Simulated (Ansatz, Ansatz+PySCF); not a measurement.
```xyz
2

S     0.0108   -0.0184   -0.9068
S    -0.0294   -0.0252    0.9204
```

UHF-MP2 on triplet S₂ was run in several spherical basis sets with Ansatz (development build ahead of 0.2.0). Frozen core: 10 orbitals.

(1) Rank the basis sets by the total energy that they give, lowest first, with the distance from the lowest.
A. 6-31G
B. def2-TZVP
C. def2-SVP
D. aug-cc-pVDZ
E. 6-31G(d)
F. STO-3G

Answers

(1) B (0.00 eV), D (2.10 eV), E (4.30 eV), C (9.75 eV), A (10.05 eV), F (245.59 eV).

Totals follow the description of the cores as much as that of the bonds, so this order isn't one of quality for chemistry.
